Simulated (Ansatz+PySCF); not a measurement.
The numbers below are computed, except where a source is named.
# Several solutions for singlet N2

```xyz
2

N     0.0000    0.0000   -0.8233
N     0.0000    0.0000    0.8233
```

Basis set: 6-31G (spherical functions). Charge 0, multiplicity 1.

UHF was run from several starts with Ansatz (development build ahead of 0.2.0) and PySCF 2.14.0.

```json
{"run": "A", "program": "PySCF", "start": "guess 1e, instabilities followed", "converged": "yes", "energy (hartree)": "-108.74705", "<S²>": "2.16"}
{"run": "B", "program": "PySCF", "start": "guess minao, instabilities followed", "converged": "yes", "energy (hartree)": "-108.74705", "<S²>": "2.16"}
{"run": "C", "program": "Ansatz", "start": "atomic start, no search", "converged": "yes", "energy (hartree)": "-108.51929", "<S²>": "0.00"}
{"run": "D", "program": "PySCF", "start": "guess huckel, instabilities followed", "converged": "yes", "energy (hartree)": "-108.74705", "<S²>": "2.16"}
{"run": "E", "program": "PySCF", "start": "guess atom, instabilities followed", "converged": "yes", "energy (hartree)": "-108.74705", "<S²>": "2.16"}
{"run": "F", "program": "Ansatz", "start": "search for the lowest state", "converged": "yes", "energy (hartree)": "-108.74704", "<S²>": "2.16"}
{"run": "G", "program": "PySCF", "start": "program defaults", "converged": "yes", "energy (hartree)": "-108.51929", "<S²>": "0.00"}
{"run": "H", "program": "Ansatz", "start": "stability test followed", "converged": "yes", "energy (hartree)": "-108.74704", "<S²>": "2.16"}
```

(1) Which runs reached the lowest solution of this kind, and what is wrong with the others?

Answers

(1) A, B, D, E, F, H reached the lowest solution found. Converged but too high: C by 6.20 eV, G by 6.20 eV. Convergence only shows a stationary point, and even a stable one can lie too high; stability tests and further starts are what find lower ones. Caution: the unrestricted determinant is a mixture of spin states. Caution: the determinant breaks the point group.
